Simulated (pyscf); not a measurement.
This saddle point was located with ωB97X-D3(BJ)/def2-SVP in PySCF.

```
Ga
H 1 1.5690
H 1 1.5690 2 125.59
N 1 2.0172 2 111.24 3 139.11
H 4 1.0195 1 119.09 2 -140.35
H 4 1.0195 5 107.96 1 -139.96
H 4 1.3129 5 117.37 6 -135.39
N 7 1.3130 4 139.22 5 -114.39
H 8 1.0195 7 117.37 4 114.40
H 8 1.0195 9 107.96 7 -135.39
```

Surface: singlet, charge 0. Lowest wavenumbers (cm⁻¹): 1360i, 321, 400, 411, 435.

Q: Name the species on either side of this saddle.

A: `[NH2][GaH2]` + `[NH3]` ⇌ `[NH3]` + `[NH2][GaH2]`, a four-centre exchange read from left to right: Ga–N, H–N broken and H–N, Ga–N formed. At CCSD(T)/def2-TZVPP + ΔMP2(QZVPP) it lies -2.5 kcal/mol from the left side and -2.5 kcal/mol from the right (each side as separated species at their lowest minima found). On the reactant side the descent ends in an adduct with a Ga–N contact, 19.6 kcal/mol under the separated species and 15.0 kcal/mol under the saddle at ωB97X-D3(BJ)/def2-TZVP. On the product side the descent ends in an adduct with a Ga–N contact, 19.6 kcal/mol under the separated species and 15.0 kcal/mol under the saddle at ωB97X-D3(BJ)/def2-TZVP. At CCSD(T) the saddle lies under the separated reactants, which points to a path from their complex (located at ωB97X-D3(BJ) alone). At CCSD(T) the saddle lies under the separated products, which points to a path from their complex (located at ωB97X-D3(BJ) alone). What is counted as formed (Ga–N) is already present as a longer contact in the reactant adduct; forming that adduct is a step of its own. What is counted as broken (Ga–N) persists as a longer contact in the product adduct; parting that adduct is a step of its own. At ωB97X-D3(BJ) the barrier from the zero used here is -4.7 kcal/mol. One saddle was located; it need not be the lowest between these sides. The CCSD(T) − MP2 part came from Ansatz, without density fitting, on the same reference. The frozen core leaves the outer d or s,p core shells of the metals and heavy elements correlated in the MP2 and CC values, and def2-TZVPP describes them poorly, which can shift differences by a few kcal/mol. Elements up to Kr have no core potential and no relativistic terms here.
